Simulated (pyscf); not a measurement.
Single points on ωB97X-D3(BJ)/def2-SVP structures (PySCF, gas phase).

### Question
Estimate the classical barrier height and the reaction energy of `[F][Be][F]` + `[Cl][Si]([Cl])([Cl])[Cl]` -> `[F][Be][Cl]` + `[F][Si]([Cl])([Cl])[Cl]` at HF/def2-TZVP. The step runs on the singlet surface, breaks Be–F, Cl–Si and forms Be–Cl, F–Si; take the separated reactants as zero.

### Answer
ΔE‡ = 19.8 kcal/mol, ΔE = -9.9 kcal/mol. ωB97M-D3(BJ)/def2-TZVP gives 6.4 kcal/mol and -5.7 kcal/mol. Zero-point energy shifts the barrier by +0.8 kcal/mol. It is a four-centre exchange, with an imaginary mode of 85i cm⁻¹. On the reactant side the descent ends in an adduct with a Be–Cl contact, 5.6 kcal/mol under the separated species and 10.3 kcal/mol under the saddle at ωB97X-D3(BJ)/def2-TZVP. On the product side the descent ends in an adduct with a Be–F contact, 6.3 kcal/mol under the separated species and 15.1 kcal/mol under the saddle at ωB97X-D3(BJ)/def2-TZVP. What is counted as formed (Be–Cl) is already present as a longer contact in the reactant adduct; forming that adduct is a step of its own. What is counted as broken (Be–F) persists as a longer contact in the product adduct; parting that adduct is a step of its own. This is the saddle that the search found; another between the same sides may lie lower.
